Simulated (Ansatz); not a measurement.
Reaction (SMILES): P#P (P2) → 2 P atom
B3LYP-D3(BJ)/def2-TZVP geometries, fixed; electronic energies without zero-point terms.

Basis-set convergence of the atomisation energy at B3LYP with Ansatz (a first-principles code). Cartesian d functions, on some or all atoms, in 6-31+G*, 6-311G**, 6-311+G**; all else is spherical. The program fits the integrals of some runs and decomposes those of others, by size. Open shells are unrestricted. No added dispersion term, no relativity. Functions are those of the species that has most. Reference: the value in aug-cc-pV(5+d)Z, 116.20 kcal/mol, itself unsure by roughly 0.02 kcal/mol (its mean distance from pcseg-4, aug-pcseg-3, aug-cc-pV(Q+d)Z). Deviations are taken from unrounded values.

```csv
basis,functions,atomisation energy (kcal/mol),minus reference (kcal/mol)
3-21G,26,80.95,-35.25
6-31G,26,79.55,-36.64
def2-SVP,36,112.31,-3.89
6-31+G*,46,108.03,-8.17
6-311G**,54,108.45,-7.74
aug-pcseg-1,54,110.92,-5.28
6-311+G**,62,109.35,-6.84
"6-311++G(2d,2p)",70,113.69,-2.50
def2-TZVP,74,115.71,-0.49
"6-311++G(3df,3pd)",94,116.68,0.48
jun-cc-pV(T+d)Z,96,115.91,-0.29
aug-pcseg-2,100,115.37,-0.82
aug-cc-pV(T+d)Z,110,115.95,-0.25
cc-pV(Q+d)Z,128,116.12,-0.08
def2-QZVPP,140,115.99,-0.21
cc-pV(5+d)Z,200,116.14,-0.06
pcseg-4,210,116.22,0.03
aug-cc-pV(5+d)Z,272,116.20,0.00
```

The smallest set listed that lies within 1 kcal/mol of the reference with all its larger relatives (same family, alike in diffuse functions; a set with none counts only in the reference's own line) is def2-TZVP (74 functions, -0.49 kcal/mol off). Inside, with no larger relative to test it: 6-311++G(3df,3pd), pcseg-4. (Relatives not listed, tested too: def2-TZVPP -0.46, def2-QZVP -0.21, aug-cc-pV(Q+d)Z 0.03, aug-pcseg-3 0.02 kcal/mol.)
